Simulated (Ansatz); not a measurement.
Relaxation of C4H8OS (14 atoms, charge 0, multiplicity 1), to a largest force component of 0.02 eV/Å in at most 50 steps.

Method: RKS PBE0-D4/def2-SVP (Ansatz).

```xyz
14
Properties=species:S:1:pos:R:3
C -2.305 -1.930 0.244
C -1.140 -1.335 0.255
S -0.887 0.243 -0.417
C 1.011 0.408 -0.150
C 1.437 1.695 -0.765
O 1.232 0.410 1.241
H -2.491 -2.870 0.655
H -3.171 -1.360 -0.207
H -0.302 -1.859 0.743
H -0.992 -0.833 -0.701
H 1.240 1.754 -1.804
H 0.994 2.580 -0.247
H 2.466 1.827 -0.600
H 0.446 0.851 1.673
```

Task: Where does it end, and by what steps?

Result: It converged. The force dipped under the threshold on the way, but the program's further checks kept it going. After 43 steps the energy has fallen by 8.616 eV; H10 moved furthest, 2.08 Å. The start is strongly strained (largest force component 16 eV/Å), so its close contacts needn't be bonds. Parted: C2–H10, S3–H10. Joined: C4–H10.

```
step  energy less start (eV)  largest force component (eV/Å)  accepted
   0                  0.0000                          15.513       yes
   2                 -3.3509                           1.458       yes
   4                 -3.5619                           0.535       yes
   6                 -3.8254                           1.145       yes
   8                 -4.3464                           1.193       yes
  10                 -4.9290                           1.786       yes
  12                 -5.2212                           2.342       yes
  14                 -5.4707                           1.034       yes
  16                 -5.5665                           0.481       yes
  18                 -5.6020                           0.186       yes
  20                 -5.6602                           0.726       yes
  22                 -5.7355                           0.551       yes
  24                 -5.7747                           0.449       yes
  26                 -5.9453                           0.918       yes
  28                 -6.4081                           1.280       yes
  30                 -7.2701                           3.168       yes
  32                 -8.2907                           1.268       yes
  34                 -8.4936                           0.474       yes
  36                 -8.5816                           0.295       yes
  38                 -8.6115                           0.106       yes
  40                 -8.6146                           0.043       yes
  42                 -8.6154                           0.013       yes
  43                 -8.6156                           0.018       yes
```

```xyz
14
Properties=species:S:1:pos:R:3
C -2.544 -1.901 0.363
C -1.383 -1.244 0.428
S -1.108 0.355 -0.237
C 0.735 0.347 -0.273
C 1.190 1.690 -0.809
O 1.284 0.036 0.966
H -2.651 -2.874 0.848
H -3.415 -1.498 -0.161
H -0.517 -1.653 0.962
H 1.044 -0.464 -0.951
H 0.808 1.868 -1.825
H 0.835 2.508 -0.161
H 2.289 1.716 -0.832
H 0.969 0.695 1.600
```

Run time: 3.1 min on 2 threads of Arm Neoverse V1, with other jobs on the host, peak memory 0.32 GiB.
